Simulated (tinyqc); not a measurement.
Inside a calculation. Method: CIS and TDHF on RHF in the sto-6g basis, for H2O, spin multiplicity 1. One step of it, computed by the program tinyqc.

Task: CIS matrix, singlets. A(ia,jb) = (e_a - e_i) d_ij d_ab + 2 (ia|jb) - (ij|ab).

orbital energies (hartree): [-20.524795, -1.242380, -0.563558, -0.464858, -0.398392, 0.524359, 0.611227]

Two-electron integrals over orbitals (pq|rs), unique and non-zero (hartree):
```
(11|11) 4.762898    (21|11) -0.433640   (21|21) 0.063808    (22|11) 1.027170
(22|21) -0.015283   (22|22) 0.728141    (31|11) -0.000552   (31|21) 0.000071
(31|22) -0.000054   (31|31) 0.011411    (32|11) 0.000332    (32|21) -0.000032
(32|22) -0.000135   (32|31) 0.017436    (32|32) 0.135263    (33|11) 0.786213
(33|21) -0.004396   (33|22) 0.632189    (33|31) 0.000015    (33|32) 0.000030
(33|33) 0.613576    (41|11) 0.185221    (41|21) -0.024960   (41|22) 0.014462
(41|31) -0.000044   (41|32) -1.95e-06   (41|33) 0.005774    (41|41) 0.026986
(42|11) -0.153138   (42|21) 0.009389    (42|22) -0.014303   (42|31) 7.69e-07
(42|32) -0.000050   (42|33) 0.003609    (42|41) 0.017267    (42|42) 0.128355
(43|11) -0.000555   (43|21) 0.000022    (43|22) -0.000203   (43|31) -0.003308
(43|32) 0.023242    (43|33) -0.000158   (43|41) 0.000029    (43|42) 0.000276
(43|43) 0.053476    (44|11) 0.953979    (44|21) -0.011932   (44|22) 0.664605
(44|31) 1.56e-06    (44|32) 0.000274    (44|33) 0.581061    (44|41) -0.009444
(44|42) -0.097006   (44|43) -0.000212   (44|44) 0.724269    (51|51) 0.026673
(52|51) 0.032775    (52|52) 0.148239    (53|51) 0.000039    (53|52) 0.000138
(53|53) 0.027786    (54|51) -0.012955   (54|52) -0.046850   (54|53) -0.000076
(54|54) 0.051556    (55|11) 1.117094    (55|21) -0.011409   (55|22) 0.753164
(55|31) -0.000014   (55|32) 0.000161    (55|33) 0.617175    (55|41) 0.004601
(55|42) -0.079613   (55|43) -0.000309   (55|44) 0.701463    (55|55) 0.880663
(61|11) -0.218455   (61|21) 0.034608    (61|22) -0.001387   (61|31) 0.000128
(61|32) 0.000121    (61|33) 0.000845    (61|41) 0.000699    (61|42) 0.021449
(61|43) 0.000010    (61|44) -0.017389   (61|55) -0.005266   (61|61) 0.030579
(62|11) 0.291247    (62|21) -0.006792   (62|22) 0.139426    (62|31) 0.000073
(62|32) 0.000402    (62|33) 0.074433    (62|41) 0.019040    (62|42) 0.026599
(62|43) -0.000242   (62|44) 0.069179    (62|55) 0.148761    (62|61) 0.009584
(62|62) 0.099630    (63|11) 0.002556    (63|21) -0.000052   (63|22) 0.001147
(63|31) 0.003204    (63|32) -0.032991   (63|33) 0.000748    (63|41) 0.000012
(63|42) -0.000557   (63|43) -0.032833   (63|44) 0.000818    (63|55) 0.001400
(63|61) -0.000007   (63|62) 0.000715    (63|63) 0.068608    (64|11) 0.253266
(64|21) -0.002679   (64|22) 0.114841    (64|31) -0.000064   (64|32) -0.000515
(64|33) 0.048696    (64|41) 0.000214    (64|42) -0.050637   (64|43) -0.000345
(64|44) 0.130618    (64|55) 0.139867    (64|61) -0.001920   (64|62) 0.058888
(64|63) 0.001130    (64|64) 0.091055    (65|51) 0.013752    (65|52) 0.053052
(65|53) 0.000204    (65|54) 0.003278    (65|65) 0.035856    (66|11) 0.812421
(66|21) -0.007734   (66|22) 0.610942    (66|31) 0.000083    (66|32) 0.001221
(66|33) 0.563622    (66|41) 0.019215    (66|42) 0.049609    (66|43) 0.000846
(66|44) 0.553708    (66|55) 0.590417    (66|61) 0.009166    (66|62) 0.099762
(66|63) -0.000574   (66|64) 0.050832    (66|66) 0.598183    (71|11) 0.001848
(71|21) -0.000299   (71|22) -0.000007   (71|31) 0.015058    (71|32) 0.021781
(71|33) 0.000032    (71|41) 0.000029    (71|42) -0.000131   (71|43) -0.004499
(71|44) 0.000123    (71|55) 0.000044    (71|61) -0.000100   (71|62) 0.000071
(71|63) 0.003805    (71|64) -0.000066   (71|66) 0.000088    (71|71) 0.019905
(72|11) -0.002527   (72|21) 0.000055    (72|22) -0.001195   (72|31) 0.014442
(72|32) 0.048335    (72|33) -0.000457   (72|41) -0.000121   (72|42) -0.000028
(72|43) -0.034200   (72|44) -0.000745   (72|55) -0.001270   (72|61) 0.000073
(72|62) -0.000313   (72|63) 0.032717    (72|64) -0.000573   (72|66) -0.000894
(72|71) 0.018229    (72|72) 0.064770    (73|11) 0.366129    (73|21) -0.006924
(73|22) 0.151704    (73|31) -0.000005   (73|32) 0.000560    (73|33) 0.090079
(73|41) -0.000657   (73|42) -0.082189   (73|43) 0.000032    (73|44) 0.143724
(73|55) 0.196380    (73|61) -0.006162   (73|62) 0.071180    (73|63) 0.000550
(73|64) 0.096616    (73|66) 0.042950    (73|71) 0.000048    (73|72) -0.000835
(73|73) 0.159508    (74|11) -0.001182   (74|21) 0.000011    (74|22) -0.000452
(74|31) -0.009093   (74|32) -0.076520   (74|33) -0.000251   (74|41) -0.000021
(74|42) 0.000103    (74|43) -0.008848   (74|44) -0.000713   (74|55) -0.000641
(74|61) -0.000090   (74|62) -0.000477   (74|63) 0.049814    (74|64) 0.000147
(74|66) -0.001199   (74|71) -0.011825   (74|72) -0.015758   (74|73) -0.000910
(74|74) 0.072545    (75|51) -0.000115   (75|52) -0.000447   (75|53) 0.023725
(75|54) 0.000031    (75|65) -0.000097   (75|75) 0.024055    (76|11) 0.000037
(76|21) -3.78e-06   (76|22) -0.000170   (76|31) 0.008064    (76|32) 0.088204
(76|33) 0.000109    (76|41) -0.000110   (76|42) -0.000376   (76|43) 0.056963
(76|44) 0.000402    (76|55) 0.000065    (76|61) -0.000022   (76|62) -0.000297
(76|63) -0.060904   (76|64) -0.000643   (76|66) 0.001349    (76|71) 0.010138
(76|72) -0.008429   (76|73) 0.000836    (76|74) -0.061240   (76|76) 0.111894
(77|11) 0.836482    (77|21) -0.008288   (77|22) 0.611585    (77|31) -0.000144
(77|32) -0.001372   (77|33) 0.594023    (77|41) 0.003923    (77|42) -0.013551
(77|43) -0.000896   (77|44) 0.584835    (77|55) 0.608878    (77|61) -0.003513
(77|62) 0.063612    (77|63) 0.001557    (77|64) 0.044012    (77|66) 0.561014
(77|71) -0.000137   (77|72) -0.000445   (77|73) 0.086029    (77|74) 0.000788
(77|76) -0.001429   (77|77) 0.601345
```

Give: CIS matrix A, singlet.

Result:

CIS matrix A, singlet (hartree), order 1>6, 1>7, 2>6, 2>7, 3>6, 3>7, 4>6, 4>7, 5>6, 5>7:
```
[[20.298, 0.000, 0.027, 0.000, 0.000, -0.020, -0.023, 0.000, 0.000, 0.000],
 [0.000, 20.339, 0.000, 0.045, 0.000, 0.000, 0.000, -0.028, 0.000, 0.000],
 [0.027, 0.000, 1.355, 0.000, 0.000, 0.054, 0.068, -0.001, 0.000, 0.000],
 [0.000, 0.045, 0.000, 1.372, -0.023, 0.000, -0.001, -0.018, 0.000, 0.000],
 [0.000, 0.000, 0.000, -0.023, 0.662, 0.001, 0.001, 0.043, 0.000, 0.000],
 [-0.020, 0.000, 0.054, 0.000, 0.001, 0.900, 0.136, -0.001, 0.000, 0.000],
 [-0.023, 0.000, 0.068, -0.001, 0.001, 0.136, 0.618, 0.000, 0.000, 0.000],
 [0.000, -0.028, -0.001, -0.018, 0.043, -0.001, 0.000, 0.636, 0.000, 0.000],
 [0.000, 0.000, 0.000, 0.000, 0.000, 0.000, 0.000, 0.000, 0.404, 0.000],
 [0.000, 0.000, 0.000, 0.000, 0.000, 0.000, 0.000, 0.000, 0.000, 0.449]]
```
